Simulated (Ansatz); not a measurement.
trimethylamine cation (C₃H₉N), SMILES CN(C)C (connectivity only; charge and spin as stated), charge +1, multiplicity 2.

Geometry optimised at B3LYP-D3(BJ)/def2-SVP. The spin state was assumed, not searched.

Two levels are set side by side: PBE/def2-SVPD (Ansatz, a quantum-chemistry and plane-wave program) and PBE0/def2-SVPD (Ansatz). Energy differences of separate SCF runs at the same geometry; the states with an electron removed or added have multiplicity 1 and 1. Differences are taken from unrounded values.

| quantity | PBE |
|---|---|
| vertical ionisation energy (eV) | 15.41 |
| vertical electron affinity (eV) | 7.14 |

These are the PBE values. What does PBE0 give? (Estimate from the structure and the level; the computed values follow.)


```tsv
quantity	PBE0	PBE minus PBE0
vertical ionisation energy (eV)	15.92	-0.50
vertical electron affinity (eV)	7.17	-0.04
```
